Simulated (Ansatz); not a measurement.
**Relaxing FeNi₂**

All numbers below come from DFT PBE, scalar-relativistic, plane waves, PAW in Ansatz. Cutoff 420 eV, Γ-centred k mesh, Gaussian smearing, collinear spin, first started from parallel moments.

The start puts FeNi₂ on the rutile structure type (P4_2/mnm, No. 136), with Fe in place of Ti, Ni in place of O, at a guessed volume.

```xyz
6
Lattice="4.8286 0.0000 0.0000 0.0000 4.8286 0.0000 0.0000 0.0000 3.1101" Properties=species:S:1:pos:R:3 pbc="T T T"
Fe    0.0000    0.0000    0.0000
Fe    2.4143    2.4143    1.5550
Ni    1.4775    1.4775    0.0000
Ni    0.9367    3.8918    1.5550
Ni    3.3510    3.3510    0.0000
Ni    3.8918    0.9367    1.5550
```

Cell and atoms relax at zero pressure; the relaxation can't lower the symmetry of the start. After a coarse first stage the cell is made exact in the group found at 0.06 Å.

Energies over the elements count from the elements' standard structures at the same level, with no empirical corrections.

(1) What does it relax into?

(2) What are its volume, energy, gap and moment?

Answers

(1) It keeps P4_2/mnm (No. 136). The result has the rutile structure. Conventional cell: a = 4.803 Å, c = 3.962 Å. Fe has 6 Ni at 2.20–2.32 Å; Ni has 3 Fe at 2.20–2.32 Å and 1 Ni at 2.40 Å.

Space group P4_2/mnm (No. 136). a = 4.803 Å, b = 4.803 Å, c = 3.962 Å, α = 90.00°, β = 90.00°, γ = 90.00°
| atom | site | symmetry | x | y | z |
| --- | --- | --- | --- | --- | --- |
| Fe | 2a | m.mm | 0.0000 | 0.0000 | 0.0000 |
| Ni | 4f | m.2m | 0.3237 | 0.3237 | 0.0000 |

(2) The volume per atom is 15.24 Å³, the density is 6.29 g/cm³ and the energy over the elements is 0.98 eV/atom. The gap on the 8×8×10 mesh is 0 eV (a metal), the net moment per atom is 1.42 μB and the largest site moment is 2.69 μB.

The final run used a 8×8×10 mesh on its 6-atom cell and 0.10 eV smearing. For metals, differences of a few meV/atom aren't resolved. Symmetry constrained the relaxation, so the result can be a saddle point.

Cost: 3 runs of about 13 core-minutes in all, on Arm Neoverse V2 (shared hosts).